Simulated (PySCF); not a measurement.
Electrostatic solvation of a mixed set.

All values: CAM-B3LYP/def2-SVPD (PySCF, non-relativistic), each on one gas-phase PBE0-D3(BJ)/def2-SVP geometry that isn't relaxed in the solvent. The solvent is an IEF-PCM continuum (van der Waals radii × 1.2). The model holds no explicit solvent molecules, cavitation or dispersion.

Task: Order them by E(solvent) − E(gas) in chloroform (ε = 4.711), most negative first (kJ/mol).
A. `[CH3:1][C:2]([CH3:3])([CH3:4])[SiH2:5][PH2:6]` with C2–Si5–P6–H 180° and 87°
B. `FP(F)F`
C. `C#[N+][S-]` (thiofulminic acid)

Result: C (-20.5), B (-7.4), A (-4.7).

| SMILES | charge | ΔE (kJ/mol) | polarisation term (kJ/mol) | HOMO shift (eV) | dipole gas (D) | dipole solvent (D) | atoms | lowest singlet, gas (eV) | lowest singlet, solvent (eV) |
| --- | --- | --- | --- | --- | --- | --- | --- | --- | --- |
| C#[N+][S-] | 0 | -20.5 | -26.2 | -0.11 | 3.91 | 5.31 | 4 | 3.96 | 4.24 |
| FP(F)F | 0 | -7.4 | -8.0 | +0.24 | 1.37 | 1.61 | 4 | 8.09 | 8.01 |
| CC(C)(C)[SiH2]P | 0 | -4.7 | -5.2 | +0.04 | 0.93 | 1.17 | 19 | 6.44 | 6.47 |

The polarisation term is half the interaction of the solute with the induced surface charges. Singlets are vertical TDDFT energies (frozen core, non-equilibrium response), the lowest in each medium.
